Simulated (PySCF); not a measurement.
A search over the determinants of Mg2

Unrestricted PBE0; basis Mg pcseg-1; no relativity; PySCF 2.14. Outer shells of the fragments: Mg 3s2; Mg 3s2.

Followed along the bond (rough minima from three points):

```
2Ms+1  unpaired  ⟨S²⟩ at the start  R at minimum (Å)  Te (eV)
    1      none               0.00              3.67     0.00
    3      σ ↑↑               2.00              2.95     2.09
```

Solutions found at the starting distance of 2.710 Å, counted from the lowest of them; the search is not exhaustive and high or unbound solutions are not listed, so other states can lie among these:

```tsv
2Ms+1	unpaired	term	E (eV)	⟨S²⟩	⟨Lz²⟩
1	none	¹Σ⁺	0.00	0.00	0.00
3	σ ↑↑	³Σ⁺	1.75	2.00	0.00
3	σ ↑, π ↑	³Π	2.10	2.02	1.00
1	σ ↑, π ↓	mixed	2.48	1.03	1.00
3	σ ↑↑↑, π ↓	mixed	6.60	3.00	1.00
```

A term symbol is given only where ⟨S²⟩ and ⟨Lz²⟩ are close to those of a pure state; real π, δ and φ orbitals otherwise mix terms, and g/u labels are left off.

Question: Compare the gap between the two lowest followed solutions at the starting distance with the gap between their minima.

Answer: At PBE0 the second solution (triplet, unpaired electrons σ ↑↑) lies +1.75 eV from the first (singlet, closed shell) at 2.710 Å and +2.09 eV at the minima; the two curves relax by different amounts, since their minima lie near 2.95 and 3.67 Å.

Counting both spins, an empty level lies below a filled one in some of these solutions, because spin and occupation are held.
